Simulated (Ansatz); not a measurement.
**How far each method lies from full CI for SiH₃⁺, singlet**

Geometry: a point of a breathe scan, not a stationary point.

```xyz
4

Si    0.0000    0.0000    0.0000
H     2.5862    0.0250   -0.0002
H    -1.3148    2.2272   -0.0051
H    -1.2715   -2.2522    0.0053
```

Basis cc-pVDZ; Ansatz 0.2.0. Only valence electrons are correlated (noble-gas cores frozen), which leaves 6 electrons in 28 orbitals. Prefix R: restricted or restricted open-shell reference; prefix U: unrestricted. Active spaces: valence = (6e, 7o) chosen from the atoms' valence shells.

Full CI is exact within this basis and frozen core; it isn't the basis-set limit. The frozen core follows each run's orbitals, which can shift R against U totals by a few meV.

Unrestricted rows (U) aren't spin-pure: their determinants' ⟨S²⟩ exceeds S(S+1) by up to 1.75, so they mix in states of higher spin.

The UHF ⟨S²⟩ is 1.748. The T1 diagnostic (RCCSD) is 0.0445. The largest doubles amplitude (RCCSD) is 0.305.

Problem. From what is known of these methods and the diagnostics, rank them by the size of their error in total energy against full CI in cc-pVDZ, smallest first (an estimate: the text doesn't fix the numbers).
A. RCCSD
B. NEVPT2 (valence space)
C. RCCSDTQ
D. UCCSD
E. CASSCF (valence space)

Solution. C (0.07 mEh), B (9.88 mEh), D (18.16 mEh), A (27.40 mEh), E (37.42 mEh).

All errors are against full CI in cc-pVDZ. Below it: RCCSDTQ. Within each family the higher level lies nearer, as is usual though not guaranteed.

The program itself flagged as in doubt: UCCSD, RCCSD.

The full-CI state has the irrep A1 of C2v, in the program's axes (one component, if the state is degenerate).

Its occupations show that no single determinant describes this state well.

Natural occupations of full CI about the gap: 1.909 1.532 1.532 0.591 0.181 0.181 0.037 0.008 0.008 0.005; effectively unpaired electrons, Σ n²(2−n)², 1.97.
